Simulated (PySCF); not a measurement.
Gas-phase reaction: HBNH + C4H8 (isobutene) = B + HCN + 3 CH3

Computed with PySCF and rigid-rotor harmonic-oscillator thermochemistry at 1 bar. † marks an energy on the PBE0/def2-TZVP geometry and frequencies; other levels use their own. MP2 freezes the core. 6-31G* has spherical d functions here. Open shells (unrestricted): B (multiplicity 2, electronic degeneracy 6), CH3 (multiplicity 2); the rest are closed-shell singlets. Spin-orbit splitting is ignored; it lowers the true energy and changes the entropy of B. B3LYP is the form with VWN-RPA correlation. HBNH: computed as isolated molecules; such fragments, hydroxides, amides, oligomers or adducts are transient or little studied in the gas. MP2 isn't extrapolated to the basis-set limit; its ΔH°(298 K) is 1128.1 kJ in def2-SVP and 1128.4 kJ in def2-TZVPP. The harmonic model lacks anharmonicity and excited electronic states, which grow with temperature; levels with a mode under 35 cm⁻¹ are left out. Internal rotation in C4H8 (isobutene) is treated as a harmonic vibration of one conformer, which makes the entropy rough.

```tsv
level	ΔE electronic, kJ	ΔH°(298 K), kJ	ΔS°(298 K), J/K	ΔG°(2000 K), kJ
B3LYP/6-31G*	1149	1096	442	202
B3LYP/def2-TZVP†	1127	1075	439	190
BLYP/def2-TZVP†	1110	1059	439	173
M06-2X/def2-TZVP†	1182	1131	439	246
MP2/def2-SVP†	1180	1128	439	243
r2SCAN/def2-TZVP†	1136	1085	439	200
```
ΔH° is lowest at BLYP/def2-TZVP† and highest at M06-2X/def2-TZVP†. No reference value is set beside these.
